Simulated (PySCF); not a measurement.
## Electronic absorption of SiH2

Compound: SiH₂.
InChI=1S/H2Si/h1H2

Method: PySCF, TDDFT wB97X-D/def2-SVPD, vertical, gas phase, core orbitals frozen in the response. Geometry: PBE0-D3(BJ)/def2-SVP; no solvent, vibrations or thermal averaging.

Task: List the vertical singlet excitations with oscillator strengths and describe the spectrum.

Result: 

| state | λ (nm) | E (eV) | f | symmetry | main configurations (H = HOMO, L = LUMO) |
| --- | --- | --- | --- | --- | --- |
| S1 | 530.2 | 2.34 | 0.013 | B1 or B2 | H→L (99%) |
| S2 | 281.8 | 4.40 | 0.0000 | – | H-1→L (100%) |
| S3 | 190.5 | 6.51 | 0.199 | A1 | H→L+1 (98%) |
| S4 | 176.7 | 7.02 | 0.245 | B1 or B2 | H→L+2 (94%) |
| S5 | 160.1 | 7.74 | 0.0003 | – | H→L+3 (89%) |
| S6 | 147.9 | 8.39 | 0.0000 | – | H→L+5 (100%) |
| S7 | 144.4 | 8.59 | 0.071 | A1 | H→L+4 (70%), H-1→L+2 (28%) |
| S8 | 143.0 | 8.67 | 0.141 | B1 or B2 | H→L+6 (92%) |
| S9 | 138.5 | 8.95 | 0.299 | B1 or B2 | H-1→L+1 (97%) |
| S10 | 127.5 | 9.72 | 0.688 | A1 | H-1→L+2 (63%), H→L+4 (20%) |

Triplets, Tamm–Dancoff:

```csv
state,E (eV),λ (nm),"main configurations (H = HOMO, L = LUMO)"
T1,1.19,1038,H→L (99%)
T2,3.90,318.0,H-1→L (99%)
T3,5.29,234.3,H→L+2 (97%)
T4,6.32,196.2,H→L+1 (90%)
```

The lowest singlet lies at 2.34 eV (530 nm, visible) and is weak; its leading configuration is HOMO→LUMO (99%). The most intense listed level is S10 at 9.72 eV (128 nm, f = 0.688), 7.38 eV above S1. It is the last of those listed, so stronger ones may follow. Löwdin shares by element: HOMO silicon 75%, hydrogen 25%; LUMO silicon 80%, hydrogen 20%. Orbital energies (eV): HOMO-3 -102.29, HOMO-2 -16.25, HOMO-1 -11.10, HOMO -8.70, LUMO -1.24, LUMO+1 2.20, LUMO+2 2.57. Of the 10 states listed, 7 reach f = 0.01 and 3 stay under 0.0005. The oscillator strengths of these states sum to 1.657; summed over the whole spectrum of an exact calculation they would give the number of electrons, 16 (Thomas–Reiche–Kuhn). S1 lies in the visible range (380 to 750 nm), at 530 nm, f = 0.013; light of that wavelength is green, and its complementary colour is purple. Symmetry labels in C2v follow from the direction of the transition dipole and are given only for states with f of 0.002 or more; B1 and B2 swap with the choice of axes. Singlets were solved by full linear response, triplets in the Tamm–Dancoff approximation.
